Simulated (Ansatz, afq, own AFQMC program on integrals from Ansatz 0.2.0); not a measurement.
## AFQMC, coupled cluster and functionals along a coordinate of CH2Ge, triplet

```xyz
4

Ge    0.0000   -0.0446    0.2902
C     0.0000    0.1823   -1.6010
H     0.0000    1.5086    0.6403
H     0.0000   -0.4689   -2.4762
```

The Ge1–C2 distance is changed with both sides rigid. Energies in kJ/mol count from this geometry (1.905 Å) at the same level; the start stands on UHF, each point on the determinant named.

Basis cc-pVDZ. Noble-gas cores (and the filled d shells of Ga–Kr and In–Xe) are frozen. AFQMC by an in-house program on the Cholesky factors that Ansatz 0.2.0 writes for its CCSD(T) run. ph-AFQMC/CISD is guided by a CISD state made of CCSD amplitudes; releasing the constraint for a short imaginary time cuts its bias at the price of noise, slowly where states lie close. ± is one standard error of the sampling. No spin–orbit coupling.

Cautions, each for one point or more: an unrestricted solution with more broken spin lies lower; higher spins were not checked; inner d shell frozen; lower spins were not checked; no relativity below Rb; no spin-orbit coupling; the determinant is a saddle point among determinants of its kind; the ph-AFQMC/CISD walk drifts between its halves.

```
r(Ge1–C2) / Å  det.     T1  weight  ⟨S²⟩    MP2     HF  CCSD(T)
        1.527   UHF  0.036    0.86  2.04  271.1  282.6    273.7
        2.307   UHF  0.035    0.86  2.03   68.7   68.2     64.3
        3.002  UHF¶  0.037    0.83  2.02  267.0  279.9    246.7
        4.189   UHF  0.012    0.88  2.02  330.2  271.5    314.8
```

(1) Estimate the curve of CCSDT(Q), counted from the same start.

Results:

(1) 
```
r(Ge1–C2) / Å  det.     T1  weight  ⟨S²⟩  CCSDT(Q)  ph-AFQMC/CISD  released AFQMC
        1.527   UHF  0.036    0.86  2.04         –    277.1 ± 1.7    276.1 ± 2.1*
        2.307   UHF  0.035    0.86  2.03      63.3     64.2 ± 2.0     62.6 ± 2.5*
        3.002  UHF¶  0.037    0.83  2.02     236.6    248.8 ± 2.3    246.0 ± 3.9*
        4.189   UHF  0.012    0.88  2.02     317.2    317.7 ± 1.8    319.9 ± 2.4*
```

Weight is that of the determinant in the CISD state; at the start T1 is 0.033 and the weight 0.86, and ⟨S²⟩ is 2.02. ¶ marks points with a poor determinant and no full CI, where no value is sure; they don't count among the departures. An asterisk marks released energies that aren't shown to be converged. A dash marks a missing value, a released energy that hasn't settled or a functional that sits on another state. Largest departures from CCSDT(Q), at the points where its series has closed: CCSD(T) -2.4 kJ/mol at 4.189 (on UHF), ph-AFQMC/CISD 0.9 kJ/mol at 2.307 (on UHF) (within the noise), MP2 13.0 kJ/mol at 4.189 (on UHF), HF -45.7 kJ/mol at 4.189 (on UHF).

A walk keeps the symmetry of its determinant, which the program's search chose and which needn't be the lowest solution, so a lower state of the same spin and another symmetry isn't excluded.
